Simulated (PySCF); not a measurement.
**Relaxation of triplet SF₂**

Level of theory: PySCF, UPBE, basis S def2-TZVP, F def2-TZVP (no relativity, density fitting). A (50,194) grid was used.

A hand-made linear start, of D∞h symmetry, held to at least that symmetry:

```xyz
3
charge 0 multiplicity 3, angstrom
S     0.0000    0.0000    0.0000
F     0.0000    0.0000    1.6700
F     0.0000    0.0000   -1.6700
```

At each step, columns x, y, z (Å) and Fx, Fy, Fz (eV/Å):

```
step 0  E − E(last) = 2.10 kJ/mol
S    0.000   0.000   0.000   0.000   0.000   0.000
F    0.000   0.000   1.670   0.000   0.000   0.717
F    0.000   0.000  -1.670   0.000   0.000  -0.717
step 1  E − E(last) = 0.02 kJ/mol
S    0.000   0.000   0.000   0.000   0.000   0.000
F    0.000   0.000   1.704   0.000   0.000  -0.060
F    0.000   0.000  -1.704   0.000   0.000   0.060
step 2  E − E(last) = 0.00 kJ/mol
S    0.000   0.000   0.000   0.000   0.000  -0.001
F    0.000   0.000   1.701   0.000   0.000  -0.004
F    0.000   0.000  -1.701   0.000   0.000   0.005
step 3  E − E(last) = 0.00 kJ/mol
S    0.000   0.000   0.000   0.000   0.000   0.000
F    0.000   0.000   1.701   0.000   0.000   0.000
F    0.000   0.000  -1.701   0.000   0.000   0.000
```

It ends at D∞h with S–F 1.701 Å (×2); F–S–F 180.0° (after a last refinement on a finer grid). A frequency run shows 2 imaginary modes (one degenerate set), down to 113i cm⁻¹, so it is a higher-order saddle point.

At this level a singlet minimum of C2v symmetry lies 83 kJ/mol below this structure.
